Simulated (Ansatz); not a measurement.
# HO2Si: the cost of one run

Computed with Ansatz 0.2.0, Gaussian basis. Level: def2-QZVPP, core rule «outside noble gas», up to 7 orbitals frozen.

To be run: UHF; ROHF; CCSD(T) on UHF.

2 further runs of the same task are left out: 2 set aside as unsound or not needed.

## Step 1: What is computed

The geometry is a PBE0/def2-TZVP stationary point (not a proven minimum) of the parent state, kept for this charge and spin.

4 atoms, charge 0, spin multiplicity 4.

Atoms are counted from 1 here; the program's logs count them from 0.

Bond lengths: O1–Si3 1.627 Å, O1–H4 0.965 Å, O2–Si3 1.525 Å. Angles: Si3–O1–H4 116.9°, O1–Si3–O2 127.5°.

Geometry (Å):

```
O     0.00000    0.19986    1.43463
O     0.00000    0.40663   -1.38515
Si    0.00000   -0.38711   -0.08316
H     0.00000    1.15946    1.53180
```

## Step 2: UHF

The input, in.yaml:

```yaml
crystal:
  periodic: [false, false, false]
  atoms:
    - {symbol: O, position_ang: [0.000000, 0.199858, 1.434628]}
    - {symbol: O, position_ang: [0.000000, 0.406627, -1.385152]}
    - {symbol: Si, position_ang: [0.000000, -0.387106, -0.083158]}
    - {symbol: H, position_ang: [0.000000, 1.159459, 1.531796]}
basis:
  gaussian: {orbitals: "def2-QZVPP.json"}
magnetization: {spin_polarized: true, initial_magnetization: 3}
hamiltonian: {xc: hf}
output: {orbitals: {seedname: orbitals}}
```

The run is started by

```console
$ ansatz run in.yaml --threads 1 --pin off --events-out ev --progress --plain --max-ram 2393MiB
```

Q: Estimate wall time and peak memory on 1 thread of Arm Neoverse V2, shared host.

About 31 s, with a peak of 0.52 GiB.
